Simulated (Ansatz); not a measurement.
`BCS` + `N[SiH3]` → `BN[SiH3]` + CH₃SH at 600 K and 1 bar (ligand exchange at a B–C bond).

Computed with Ansatz on PBE0-D4/def2-TZVP structures; ΔE is electronic, products minus reactants. CBS: MP2 limit from def2 TZ/QZ plus the TZ coupled-cluster correction, frozen cores. This one scheme is used for every species. Each species was taken in one conformer, which may not be the lowest.

```json
{"species": "`BCS`", "CCSD(T)/CBS energy (Eh)": "-463.59975", "H − E (kJ/mol)": "191.8", "S (J/(mol·K))": "367.6"}
{"species": "`N[SiH3]`", "CCSD(T)/CBS energy (Eh)": "-346.80422", "H − E (kJ/mol)": "170.6", "S (J/(mol·K))": "320.8"}
{"species": "`BN[SiH3]`", "CCSD(T)/CBS energy (Eh)": "-372.22946", "H − E (kJ/mol)": "214.2", "S (J/(mol·K))": "364.4"}
{"species": "CH₃SH", "CCSD(T)/CBS energy (Eh)": "-438.22835", "H − E (kJ/mol)": "152.3", "S (J/(mol·K))": "296.8"}
```

H − E and S are ideal-gas, rigid-rotor, harmonic terms from PBE0-D4/def2-TZVP, for one conformer and one mirror image of each species. 1 Eh = 2625.50 kJ/mol, R = 8.31446 J/(mol·K).

Q: By hand: ΔE, ΔH, ΔS and ΔG.

A: ΔE = (-372.22946) + (-438.22835) − (-463.59975) − (-346.80422) = -0.05384 Eh = -141.4 kJ/mol. Δ(H − E) = 214.2 + 152.3 − 191.8 − 170.6 = 4.1, so ΔH = -137.3 kJ/mol. ΔS = 364.4 + 296.8 − 367.6 − 320.8 = -27.2 J/(mol·K). ΔG = -137.3 − 600 × (-27.2)/1000 = -121.0 kJ/mol.

Q: By hand: the equilibrium constant, and the temperature at which ΔG would vanish if ΔH and ΔS stayed fixed.

A: log₁₀ K = −ΔG/(RT ln 10) = 10.5. ΔG = 0 at ΔH/ΔS = 5048 K, far beyond where these terms or the molecules hold.

ΔH outweighs TΔS. A doubt of 5 kJ/mol in ΔE shifts log₁₀ K by 0.4 here. Other conformers and mirror images would add mixing entropy, several J/(mol·K) or more a flexible species. These are equilibria of isolated gas molecules and say nothing of rates. Largest T1 diagnostic: 0.012 (customary marks: 0.02 for closed shells, 0.045 for open ones).
